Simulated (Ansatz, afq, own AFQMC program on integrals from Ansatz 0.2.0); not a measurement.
Where AFQMC and coupled cluster stand for Al2, triplet

```yaml
atoms:
  - { symbol: Al, position_ang: [0.0000, 0.0000, 0.0000] }
  - { symbol: Al, position_ang: [0.0000, 0.0000, 3.0980] }
```

Basis cc-pVDZ. Noble-gas cores (and the filled d shells of Ga–Kr and In–Xe) are frozen. Integrals, coupled cluster, full CI and functionals: Ansatz 0.2.0; the random walks run on the same integrals in our own AFQMC program. ph-AFQMC/CISD is guided by a CISD state made of CCSD amplitudes; releasing the constraint for a short imaginary time cuts its bias at the price of noise, slowly where states lie close. Uncertainties: one standard error, sampling alone.

Determinant: UHF, the one that the program's search chose, which needn't be the lowest solution. The geometry is a point of a scan.

Full CI on the same integrals is exact in this basis and with this determinant's frozen core.

Cautions: lower spins were not checked; the released energies have errors that jump between times, so the bars are unsure, so no released level is given (meV from the phaseless value at times in 1/Eh: -3.6 ± 2.2 at 0.24, -9.6 ± 2.2 at 0.51, -50 ± 25 at 0.99, -23.3 ± 1.4 at 1.62, 734 ± 751 at 2.40).

```
T1 diagnostic                               : 0.0241
weight of the determinant in the CISD state : 0.857
⟨S²⟩ of the determinant                     : 2.037
size of the correlated space                : 6 electrons in 26 orbitals
```

```tsv
level	correlation energy (eV)
MP2	-2.0770
CCSD	-2.9326
CCSD(T)	-3.0556
```

Task: Estimate where phaseless AFQMC with a CISD trial lies against CCSD(T) on the same integrals.

Result: 1.7 ± 0.2 kJ/mol below CCSD(T).

Reference: full CI, correlation energy -3.114 eV.

```json
{"level": "CCSD(T)", "E − E(reference) (kJ/mol)": "5.7", "share of correlation (%)": "98.11"}
{"level": "CCSDT", "E − E(reference) (kJ/mol)": "0.9", "share of correlation (%)": "99.70"}
{"level": "CCSDT(Q)", "E − E(reference) (kJ/mol)": "0.2", "share of correlation (%)": "99.94"}
{"level": "CCSDTQ", "E − E(reference) (kJ/mol)": "0.0", "share of correlation (%)": "99.99"}
{"level": "ph-AFQMC/CISD", "E − E(reference) (kJ/mol)": "4.0 ± 0.2", "share of correlation (%)": "98.67"}
```

CCSDT and higher add their correlation energy to the determinant of the CCSD(T) run, since their own runs factorise the integrals more tightly (a shift of under 2 meV). A walk keeps the symmetry of its determinant, which the program's search chose and which needn't be the lowest solution, so a lower state of the same spin and another symmetry isn't excluded.
